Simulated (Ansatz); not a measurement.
# C₂H₆B radical: one species, many methods

How much do the methods differ for C₂H₆B radical? The plan is to run it at one geometry with functionals of several rungs and with coupled cluster. The yardstick is the atomisation energy at the CCSD(T) limit.

Computed with Ansatz 0.2.0, Gaussian basis. Level: functionals in def2-TZVPP, the program's frozen cores in correlated methods.

Levels to be run: LDA (SPW92), PBE-D4, revPBE-D4, BLYP-D4, r2SCAN-D4, B97M-V, PBE0-D4, B3LYP-D4, r2SCANh-D4, r2SCAN0-D4, HSE06-D4, BHLYP-D4, CAM-B3LYP-D4, LC-ωPBE, ωB97X-V, ωB97M-V, B2PLYP, PBE-QIDH; CCSD(T)/def2-SVP; CCSD(T)/def2-TZVPP; MP2/def2-QZVPP; extrapolation to the limit; RPA on PBE.

## Step 1: The relaxed structure

All runs share one geometry, relaxed beforehand with PBE0-D4 in a triple-zeta def2 set.

SMILES `[BH]CC`, 9 atoms, charge 0, spin multiplicity 2.

Atoms are counted from 1 here; the program's logs count them from 0.

Bond lengths: B1–C2 1.537 Å, B1–H4 1.197 Å, C2–C3 1.524 Å, C2–H5 1.103 Å, C2–H6 1.103 Å, C3–H7 1.093 Å, C3–H8 1.092 Å, C3–H9 1.092 Å. Angles: C2–B1–H4 127.6°, B1–C2–C3 119.1°, B1–C2–H5 105.7°, B1–C2–H6 105.7°, C3–C2–H5 110.9°, C3–C2–H6 110.9°, H5–C2–H6 103.0°, C2–C3–H7 111.8°, C2–C3–H8 110.9°, C2–C3–H9 110.9°, H7–C3–H8 107.9°, H7–C3–H9 107.9°, H8–C3–H9 107.2°.

## Step 2: LDA

This LDA is Slater exchange with PW92 correlation.

File in.yaml:

```yaml
crystal:
  periodic: [false, false, false]
  atoms:
    - {symbol: B, position_ang: [-1.415273, 0.517265, -0.623576]}
    - {symbol: C, position_ang: [0.077538, 0.346918, -0.300611]}
    - {symbol: C, position_ang: [0.504747, -0.731530, 0.688582]}
    - {symbol: H, position_ang: [-1.915586, 1.307188, -1.370259]}
    - {symbol: H, position_ang: [0.580738, 0.211019, -1.273220]}
    - {symbol: H, position_ang: [0.428610, 1.341244, 0.024529]}
    - {symbol: H, position_ang: [1.588346, -0.746241, 0.828802]}
    - {symbol: H, position_ang: [0.197329, -1.721039, 0.344082]}
    - {symbol: H, position_ang: [0.042154, -0.571025, 1.664571]}
basis:
  gaussian: {orbitals: def2-TZVPP}
magnetization: {spin_polarized: true, initial_magnetization: 1}
hamiltonian: {xc: lda}
output: {orbitals: {seedname: orbitals}}
```

After this run come: PBE-D4 (GGA); revPBE-D4 (GGA); BLYP-D4 (GGA); r2SCAN-D4 (meta-GGA); B97M-V (meta-GGA); PBE0-D4 (hybrid); B3LYP-D4 (hybrid); r2SCANh-D4 (hybrid); r2SCAN0-D4 (hybrid); HSE06-D4 (hybrid); BHLYP-D4 (hybrid); CAM-B3LYP-D4 (range-separated); LC-ωPBE-D4 (range-separated); ωB97X-V (range-separated); ωB97M-V (range-separated); B2PLYP (double hybrid); PBE-QIDH (double hybrid); CCSD(T) in def2-SVP; CCSD(T) in def2-TZVPP; MP2 in def2-QZVPP; RPA on PBE orbitals.

Before running them: what should the planned runs give, taken together? Wanted: atomisation energy, CCSD(T)/CBS; farthest beyond LDA; mean size of error, GGA; mean size of error, meta-GGA; mean size of error, hybrid; mean size of error, range-separated; mean size of error, double hybrid; gap, smallest and largest; T1 diagnostic.

The runs gave:

```
                               quantity                                     value
        atomisation energy, CCSD(T)/CBS                             3219.4 kJ/mol
 functionals within 16.1 kJ/mol (0.5 %)                revPBE-D4, BLYP-D4, B2PLYP
                    farthest beyond LDA                     PBE-D4 (+72.6 kJ/mol)
                mean size of error, GGA                               29.6 kJ/mol
           mean size of error, meta-GGA                               38.1 kJ/mol
             mean size of error, hybrid                               34.9 kJ/mol
    mean size of error, range-separated                               26.3 kJ/mol
      mean size of error, double hybrid                               12.4 kJ/mol
              gap, smallest and largest  1.32 eV (LDA (SPW92)), 9.07 eV (LC-ωPBE)
                          T1 diagnostic                                    0.0110
triples share of the correlation energy                                     3.5 %
```

What this shows: The LDA atomisation energy is off by 424.1 kJ/mol (13 %): it overbinds. PBE-D4 misses by +72.6 kJ/mol. Double hybrids carry the basis error of their MP2 part in triple zeta, and no dispersion term here, so their miss is partly the set-up's. By mean error the best rung here is double hybrid (12.4 kJ/mol) and the worst beyond LDA is meta-GGA (38.1 kJ/mol). Misses under about 16.1 kJ/mol are within the doubt on the reference itself, which lacks core-valence correlation, relativity and higher excitations. Hartree-Fock recovers 78 % of the binding; the rest is correlation. CCSD(T) in def2-SVP is off by -110.9 kJ/mol, worse than the median functional, from the basis alone. Orbital gaps span 1.3 to 9.1 eV; exact exchange widens them.
